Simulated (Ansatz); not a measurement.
Task: a rigid scan of one bond length of HNaO, SMILES [OH][Na], with the Python package of Ansatz (0.2.0). Give the script and its output. Use (for the species named): CCSD(T), def2-SVP basis, multiplicity 1.

```xyz
3

O    -0.3525   -0.5317   -0.2590
Na    1.2721    0.1148    0.7115
H    -0.9306    0.3520   -0.4657
```

`scan_hnao.py`
```python
import warnings

import ansatz
import numpy as np


def main() -> None:
    warnings.simplefilter("ignore", ansatz.DeckWarning)

    geometry_ang = [
        ("O", (-0.3525, -0.5317, -0.259)),
        ("Na", (1.2721, 0.1148, 0.7115)),
        ("H", (-0.9306, 0.352, -0.4657)),
    ]
    hnao = ansatz.Crystal.molecule()
    for symbol, xyz in geometry_ang:
        hnao = hnao.atom(symbol, xyz)

    symbols = [site.symbol for site in hnao.cartesian_sites]
    start = np.array([site.position_ang for site in hnao.cartesian_sites])
    axis = (start[1] - start[0]) / np.linalg.norm(start[1] - start[0])
    moving = [1]
    lengths, energies = [1.76, 1.84, 1.92, 2.0, 2.08, 2.16, 2.24, 2.36], []
    for length in lengths:
        xyz = start.copy()
        xyz[moving] += (length - np.linalg.norm(start[1] - start[0])) * axis
        point = ansatz.Crystal.molecule()
        for symbol, place in zip(symbols, xyz):
            point = point.atom(symbol, place.tolist())
        job = point.calculation()
        job = job.basis(gaussian="def2-SVP").correlation("CCSD(T)")
        report = job.run(threads=1, pin="off").report
        energies.append(report["free_energy_ev"])
        print(f"r = {length:6.3f} A  E = {energies[-1]:.5f} eV  <S^2> = {abs(report['mean_field']['state']['spin_squared']):.3f}")

    fit = np.polynomial.Polynomial.fit(lengths, np.array(energies) - min(energies), 4).convert()
    roots = [r.real for r in fit.deriv().roots() if abs(r.imag) < 1e-9 and fit.deriv(2)(r.real) > 0]
    r_e = min(roots, key=lambda r: abs(r - lengths[int(np.argmin(energies))]))
    print(f"minimum of the fit at {r_e:.4f} A, force constant {fit.deriv(2)(r_e):.2f} eV/A^2")


if __name__ == "__main__":
    main()
```

Output of `python scan_hnao.py`:
```text
r =  1.760 A  E = -6458.80033 eV  <S^2> = 0.000
r =  1.840 A  E = -6459.11045 eV  <S^2> = 0.000
r =  1.920 A  E = -6459.27120 eV  <S^2> = 0.000
r =  2.000 A  E = -6459.32718 eV  <S^2> = 0.000
r =  2.080 A  E = -6459.31066 eV  <S^2> = 0.000
r =  2.160 A  E = -6459.24451 eV  <S^2> = 0.000
r =  2.240 A  E = -6459.14483 eV  <S^2> = 0.000
r =  2.360 A  E = -6458.95613 eV  <S^2> = 0.000
minimum of the fit at 2.0165 A, force constant 10.50 eV/A^2
```

What to keep in mind:
- Total energies depend on the basis set; only differences at equal settings carry meaning.
- The rest of the molecule is held rigid at a force-field or estimated start geometry, and the basis set is modest; single-reference methods fail as a bond breaks.
- The orbitals are restricted, so S² is zero by construction.
- S² is that of the Hartree-Fock reference.
- Wall time of the script: 2.8 s on 1 thread of AMD EPYC 7R43 64-Core Processor (Zen 3) (shared host), peak memory 0.17 GiB.
